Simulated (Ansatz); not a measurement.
For rock-salt HfN, r²SCAN+SOC in Ansatz (plane waves, PAW) gives:

```
Property             Result
------------------  -------
lattice constant a  4.523 Å
bulk modulus B0     282 GPa
```

Task: What does r²SCAN0 in Ansatz (PAW) give for the same quantities?

Result: 
- lattice constant a: 4.513 Å (drops by 0.2 %)
- bulk modulus: 296 GPa (rises by 5.0 %)

For comparison: lattice constant a 4.524 Å (measured, room temperature, no zero-point or thermal correction; as tabulated in Seo, Lee, Wen, Petrov, Greene, Gall, J. Appl. Phys. 96, 878 (2004)); bulk modulus 260 GPa (measured, room temperature, not corrected to a static lattice, our sources range from 260 to 306; as tabulated in Synthesis of Binary Transition Metal Nitrides, Carbides and Borides from the …).

Changes are worked out from the printed values.

Unless a cell is named, each level is at its own relaxed cell (r²SCAN+SOC 11.57, r²SCAN0 11.49 Å³/atom).

Levels without +SOC leave out spin–orbit coupling, which shifts energies and cells of such heavy elements.

Ansatz's density-functional and Hartree–Fock values are scalar-relativistic unless marked +SOC, with PAW data made under PBE.

Ansatz is an electronic-structure program.
